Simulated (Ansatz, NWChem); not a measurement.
**C2H3F3 (1,1,2-trifluoroethane): a line through the functionals**

C2H3F3 has 8 atoms, charge 0, and is taken as a singlet. As SMILES, `FCC(F)F`. Geometry: relaxed at PBE0-D4/def2-TZVP. This is one conformer, not always the lowest.

The HOMO–LUMO gap y, in eV, basis def2-SVP; a is the functional's share of exact exchange. Programs: Ansatz 0.2.0, NWChem 7.3.0.

| functional | program | a | y (eV) |
| --- | --- | --- | --- |
| TPSS | NWChem | 0 | 8.98 |
| revPBE | Ansatz | 0 | 8.59 |
| B3LYP | Ansatz | 0.2 | 11.00 |
| PBE0 | Ansatz | 0.25 | 11.59 |
| r2SCAN0 | Ansatz | 0.25 | ? |
| BHLYP | Ansatz | 0.5 | 14.27 |

Problem. Fit y = c + s·a to the known rows and predict r2SCAN0.

Solution. 
1. Means of the 5 rows: a = 0.1900, y = 10.886.
2. Σ(Δa)² = 0.172, Σ(Δa·Δy) = 1.8908, so the slope is 1.8908/0.172 = 10.993.
3. Intercept: 10.886 − (10.993) × 0.1900 = 8.797. The largest residual of the fit is 0.21.
4. r2SCAN0: 8.797 + (10.993) × 0.25 = 11.55 eV.

The run gave 12.20 eV, so the prediction is off by -0.65 eV, more than the scatter of the fit. Exact exchange lowers occupied levels and raises empty ones. The rows mix families of semi-local functionals, which the line can't see.
